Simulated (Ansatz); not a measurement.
# CO, quintet: the ladder up to UCCSDTQ

Geometry: that of the CO, triplet, kept fixed. The triplet lies 5.8 eV lower here.

| atom | x (Å) | y (Å) | z (Å) |
| --- | --- | --- | --- |
| O | 0.0000 | 0.0000 | 0.0000 |
| C | 0.0000 | 0.0000 | 1.1955 |

Basis cc-pVDZ; Ansatz 0.2.0. Only valence electrons are correlated (noble-gas cores frozen), which leaves 10 electrons in 26 orbitals. R marks a restricted (for open shells ROHF) determinant, U an unrestricted one. Active spaces: valence = (10e, 8o) chosen from the atoms' valence shells.

Full CI isn't at hand for all of this; UCCSDTQ serves as the reference, and is uncertain by about the last step of the cluster series. The frozen core follows each run's orbitals, which can shift R against U totals by a few meV.

For open shells CISD and CISDTQ are restricted-active-space CI with the open shells as a complete middle space.

- UHF ⟨S²⟩: 6.010
- T1 diagnostic (RCCSD): 0.0215
- largest doubles amplitude (RCCSD): 0.035
- T1 diagnostic (UCCSD): 0.0157

**Question.** From what is known of these methods and the diagnostics, rank them by the size of their error in total energy against UCCSDTQ in cc-pVDZ, smallest first (an estimate: the text doesn't fix the numbers).
A. NEVPT2 (valence space)
B. CISD
C. CISDTQ
D. RMP2
E. RCCSD(T)

**Answer.** C (0.18 kcal/mol), E (0.45 kcal/mol), B (6.80 kcal/mol), D (15.53 kcal/mol), A (20.82 kcal/mol).

All errors are against UCCSDTQ in cc-pVDZ. Within each family the higher level lies nearer, as is usual though not guaranteed.

Natural occupations of CASSCF (valence space) about the gap: 1.995 1.986 1.004 1.001 1.001 0.999 0.015; effectively unpaired electrons, Σ n²(2−n)², 4.00.
